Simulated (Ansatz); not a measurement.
**Si2H6 (disilane): RPA@PBE0/aug-cc-pVDZ**

Aim: the energy change on altering one bond length of Si2H6 (disilane) at RPA@PBE0/aug-cc-pVDZ, from 2 runs. 

The results are computed with Ansatz 0.2.0.

35 further runs of the same task are left out: 7 that didn't finish, 28 set aside as unsound or not needed. Runs told in other sessions of the task aren't counted.

**1. The system as given**

The species is Si2H6 (8 atoms), meant as a singlet with charge 0. SMILES: `[SiH3][SiH3]`. The coordinates come from a PBE0-D4/def2-TZVP relaxation.

Bond lengths: Si1–Si2 2.338 Å, Si1–H3 1.488 Å, Si1–H4 1.488 Å, Si1–H5 1.488 Å, Si2–H6 1.488 Å, Si2–H7 1.488 Å, Si2–H8 1.488 Å. Some angles: Si1–Si2–H6 110.3°, Si1–Si2–H7 110.3°, Si1–Si2–H8 110.3°, Si2–Si1–H3 110.3°, Si2–Si1–H4 110.3°, Si2–Si1–H5 110.3°, H6–Si2–H7 108.7°, H6–Si2–H8 108.7°, H7–Si2–H8 108.7°, H3–Si1–H4 108.7°.

**2. The energy at RPA@PBE0/aug-cc-pVDZ**

Contents of run.yaml:

```yaml
basis:
  gaussian:
    orbitals: aug-cc-pVDZ
crystal:
  periodic: [false, false, false]
  atoms:
    - {symbol: Si, position_ang: [-0.340500, 0.490200, -1.004900]}
    - {symbol: Si, position_ang: [0.363500, -0.504400, 0.991000]}
    - {symbol: H, position_ang: [0.833900, 0.948200, -1.794900]}
    - {symbol: H, position_ang: [-1.112900, -0.483900, -1.821900]}
    - {symbol: H, position_ang: [-1.208000, 1.664100, -0.717900]}
    - {symbol: H, position_ang: [1.139000, 0.468600, 1.806300]}
    - {symbol: H, position_ang: [1.228100, -1.680500, 0.704000]}
    - {symbol: H, position_ang: [-0.811000, -0.959200, 1.782600]}
magnetization:
  spin_polarized: false
hamiltonian:
  xc: {name: PBE0}
correlation:
  method: rpa
  frozen_orbitals: {H: 0, Si: 5}
accuracy: high
```

Run with:

```sh
$ ansatz run run.yaml --threads 1 --pin off --max-ram 3480MiB --events-out events.jsonl --progress --plain --runs-dir runs
```

The log of the run:

```text
Warning: RAYON_NUM_THREADS=1 ignored (pool sized by the plan → 1); use --threads N
Functional definition: PBE0
  name "PBE0"
  parameter a = 0.25
  parameter kappa = 0.804
  parameter beta = 0.06672455060314922
  exchange = (1 - a)*pbe_x(kappa = kappa, mu = beta*pi^2/3) + a*exact_x
  correlation = pbe_c(beta = beta)
2209 factors; integrals over basis functions are off by at most 3.3e-9 eV
mean field evaluation 1: about -15845.0513 eV, gradient 1.1e1 eV
mean field evaluation 2: about -15845.0812 eV, gradient 1.1e1 eV
mean field evaluation 4: about -15845.6116 eV, gradient 1.3e0 eV
mean field evaluation 8: about -15845.6185 eV, gradient 7.3e-4 eV
mean field evaluation 16: about -15845.6185 eV, gradient 2.9e-8 eV
mean field -15845.61853149 eV, -582.3157404863 hartree, gradient 3.0e-8 eV, S^2 0.000000; 0 other end points of the search recorded, 0 dependent functions left out
10 core orbitals not correlated: weight in the atoms' cores, before any rotation towards them, 1.000 or more for the frozen orbitals, at most 0.000 for the correlated occupied ones
reference -15818.67754237 eV, -581.3256773975 hartree; 7, 7 occupied and 91, 91 virtual orbitals, 2209 factors
Total energy: -15830.16544979 eV, -581.7478502082 hartree
```

It took 15 s on 1 thread of Arm Neoverse V1, shared host; peak memory 0.37 GiB.

**3. The distorted shape at the same level**

Contents of job.yaml:

```yaml
crystal:
  periodic: [false, false, false]
  atoms:
    - {symbol: Si, position_ang: [-0.080242, 0.138019, -1.091003]}
    - {symbol: Si, position_ang: [0.623758, -0.856581, 0.904897]}
    - {symbol: H, position_ang: [1.094158, 0.596019, -1.881003]}
    - {symbol: H, position_ang: [-0.852642, -0.836081, -1.908003]}
    - {symbol: H, position_ang: [-1.208000, 1.664100, -0.717900]}
    - {symbol: H, position_ang: [1.399258, 0.116419, 1.720197]}
    - {symbol: H, position_ang: [1.488358, -2.032681, 0.617897]}
    - {symbol: H, position_ang: [-0.550742, -1.311381, 1.696497]}
basis:
  gaussian: {orbitals: aug-cc-pVDZ}
hamiltonian: {xc: pbe0}
correlation: {method: rpa, frozen_orbitals: {H: 0, Si: 5}}
accuracy: high
```

Run with:

```sh
$ ansatz run job.yaml --threads 1 --pin off --max-ram 3480MiB --events-out events.jsonl --progress --plain --runs-dir runs
```

The log of the run, shortened:

```text
Warning: RAYON_NUM_THREADS=1 ignored (pool sized by the plan → 1); use --threads N
[... 2 set-up lines as earlier in the session ...]
[...]
2206 factors; integrals over basis functions are off by at most 3.8e-9 eV
[...]
mean field -15844.68225901 eV, -582.2813331073 hartree, gradient 3.3e-8 eV, S^2 0.000000; 0 other end points of the search recorded, 0 dependent functions left out
10 core orbitals not correlated: weight in the atoms' cores, before any rotation towards them, 1.000 or more for the frozen orbitals, at most 0.000 for the correlated occupied ones
reference -15817.60279897 eV, -581.2861813058 hartree; 7, 7 occupied and 91, 91 virtual orbitals, 2206 factors
Total energy: -15829.23320874 eV, -581.7135909816 hartree
```

It took 16 s on 1 thread of Arm Neoverse V1, shared host; peak memory 0.37 GiB.

**4. Outcome**

Level: RPA@PBE0/aug-cc-pVDZ, 10 core orbitals frozen.

| quantity | value |
| --- | --- |
| first shape: total energy | -581.74785 Eh |
| first shape: RPA correlation energy (valence) | -422.2 mEh |
| distorted shape: total energy | -581.71359 Eh |
| distorted shape: RPA correlation energy (valence) | -427.4 mEh |
| energy change with the Si1–H5 bond stretched from 1.488 to 1.934 Å | 0.932 eV |

With the Si1–H5 bond stretched from 1.488 to 1.934 Å the energy rises by 0.93 eV (89.9 kJ/mol). The first shape isn't relaxed at this level, so the change isn't measured from a minimum.
